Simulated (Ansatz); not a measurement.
Input for Ansatz (development build ahead of 0.2.0):

```yaml
crystal:
  periodic: [false, false, false]
  atoms:
    - { symbol: C, position_ang: [1.44931, -0.03111, 0.24638] }
    - { symbol: C, position_ang: [0.68716, 1.24192, -0.25453] }
    - { symbol: C, position_ang: [-0.68238, 1.23734, 0.17781] }
    - { symbol: C, position_ang: [-1.49942, 0.02396, -0.28017] }
    - { symbol: C, position_ang: [-0.68756, -1.25709, 0.2254] }
    - { symbol: C, position_ang: [0.75085, -1.24842, -0.24697] }
    - { symbol: H, position_ang: [1.50016, -0.01796, 1.28328] }
    - { symbol: H, position_ang: [2.49068, -0.05431, -0.18961] }
    - { symbol: H, position_ang: [0.73479, 1.32718, -1.30748] }
    - { symbol: H, position_ang: [1.27419, 2.16112, 0.11324] }
    - { symbol: H, position_ang: [-1.24127, 2.18493, -0.19518] }
    - { symbol: H, position_ang: [-0.69972, 1.30802, 1.30772] }
    - { symbol: H, position_ang: [-1.53691, 0.05672, -1.32432] }
    - { symbol: H, position_ang: [-2.53092, 0.03129, 0.19787] }
    - { symbol: H, position_ang: [-1.26063, -2.13725, -0.14474] }
    - { symbol: H, position_ang: [-0.76157, -1.29739, 1.39734] }
    - { symbol: H, position_ang: [1.19342, -2.11816, 0.16106] }
    - { symbol: H, position_ang: [0.82213, -1.3626, -1.33986] }
basis:
  gaussian: { orbitals: STO-3G }
hamiltonian:
  xc: hf
correlation:
  method: mp2
  frozen_orbitals: { C: 1, H: 0 }
```

The input is written out in the form of the current development build from the run's settings.

Output:

| Item | Value |
| --- | --- |
| Converged | yes |
| Reference energy | -231.43680 hartree |
| Correlation energy | -0.31178 hartree |
| Total energy | -231.74858 hartree |
| Spin squared of the determinant | 0.000 |

Caution: no unrestricted run beside it, a lower state can exist.
